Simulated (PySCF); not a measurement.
C4H7ClO.
Cartesian coordinates in Å at the GFN2-xTB level; atoms count from 1:
```xyz
13
C4H7ClO angstrom
C      0.8792   -0.9914   -0.3654
C     -0.0062   -0.0012    0.4016
C     -1.4564   -0.0714   -0.0702
C      0.5343    1.3808    0.1863
O      0.0914    2.2566   -0.4732
Cl     2.0643    1.6349    1.0569
H      0.5097   -2.0023   -0.2144
H      1.9069   -0.9389   -0.0165
H      0.8576   -0.7692   -1.4299
H      0.0553   -0.2315    1.4695
H     -2.0711    0.6388    0.4768
H     -1.8499   -1.0716    0.0895
H     -1.5196    0.1670   -1.1287
```

The calculation used TDDFT CAM-B3LYP/def2-SVPD, vertical, gas phase, core orbitals frozen in the response (PySCF).

Transition dipole moments from the ground state, in atomic units and in the frame of the coordinates above (overall signs are arbitrary), for the states with f of 0.002 or more among the lowest 8:

```tsv
state	E (hartree)	μx	μy	μz
S3	0.2600	-0.173	0.051	-0.149
S4	0.2950	0.389	0.141	0.273
S5	0.3003	0.151	0.029	-0.042
S7	0.3041	-0.262	0.041	-0.122
S8	0.3063	-0.379	-0.642	-0.182
```

(1) What oscillator strength does each state have?

(2) Which bond between heavy atoms lies closest to the direction of the S8 transition dipole?

(3) What angle do the transition dipoles of S4 and S7 make?

(4) What peak molar absorption coefficient would the strongest computed level give as a lone Gaussian band 0.3 eV wide at half height?

Answers

(1) f = (2/3) ΔE |μ|² with ΔE in hartree (27.2114 eV).

```tsv
state	|μ|² (au)	|μ| (D)	f
S3	0.055	0.59	0.009
S4	0.246	1.26	0.048
S5	0.025	0.41	0.005
S7	0.085	0.74	0.017
S8	0.589	1.95	0.120
```

(2) C2–C4, at 24° from it; next C4–Cl6 at 49°.

(3) |cos θ| = |μa·μb| / (|μa| |μb|) = 0.89, so θ ≈ 27° (taken between 0 and 90°, since the signs are arbitrary).

(4) ε(max) = 2.175×10⁸ f / FWHM, with the width in cm⁻¹. S8: 2.175×10⁸ × 0.1203 / 2420 ≈ 11000 L mol⁻¹ cm⁻¹.

One conformer stands for the species.
